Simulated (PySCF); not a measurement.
## Checking a proposed structure

A compound C$_{4}$H$_{9}$Cl gives the data below (simulated from a calculation) and was assigned the structure `CC(C)CCl`.

$^{13}$C{$^{1}$H} NMR (computed): δ 72.9 (C), 36.6 (CH3, 3C).

$^{1}$H NMR (500 MHz, computed): δ 1.53 (s, 9H).

All values are calculated (PySCF): geometry from PBE0-D3(BJ)/def2-TZVP, σ from GIAO-B97-2/pcSseg-2. Isolated molecule, one computed conformer, non-relativistic, averaged over atoms made equivalent by symmetry, fast rotation or ring inversion.

Scale: TMS for $^{1}$H, $^{13}$C (reference shieldings calculated alike).

(1) Compare with the shifts computed for the proposed structure, pairing carbons in order of shift.

(2) Which isomer fits?

Answers

(1) Numbering as in the mapped SMILES `[CH3:1][CH:2]([CH3:3])[CH2:4][Cl:5]`. Each H is labelled by its parent atom.

```json
{"atom": "C4", "computed for proposal": "58.7", "given list": "72.9", "difference": "-14.2"}
{"atom": "C2", "computed for proposal": "36.9", "given list": "36.6", "difference": "+0.3"}
{"atom": "C1", "computed for proposal": "22.7", "given list": "36.6", "difference": "-13.9"}
{"atom": "C3", "computed for proposal": "22.7", "given list": "36.6", "difference": "-13.9"}
```

The rms difference is 12.1 ppm and the largest -14.2 ppm at C4 (sp3 CH2 bonded to Cl). The proposal also would give 3 carbon signals, not 2. The carbon types in order of shift don't match either: CH2, CH, CH3, CH3 for the proposal against C, CH3, CH3, CH3 in the data. The proposal doesn't fit.

(2) SMILES CC(C)(C)Cl.

1. Carbon types of the structure: 1 × C, 3 × CH3, which accounts for all hydrogens.
2. δC 72.9: fully substituted sp3 carbon bonded to Cl; pulled downfield by the heteroatom.
3. δC 36.6: methyl carbon; aliphatic region, no heteroatom directly attached.
4. δH 1.53: hydrogen on a methyl carbon.

The shifts were computed for this structure.

Carbons that carry Cl, above all several Cl atoms, come out too deshielded, partly because spin–orbit coupling is missing. Shifts are as computed. Against solution values, carbons near 30 ppm lie about +3 ppm off and those near 130 ppm about +7 ppm; carbons on Cl a further +5 ppm. Of 1211 compounds with measured shifts, 218 miss one by over three times the rms of a fit or turn the order of signals round; such compounds aren't used in these exercises.
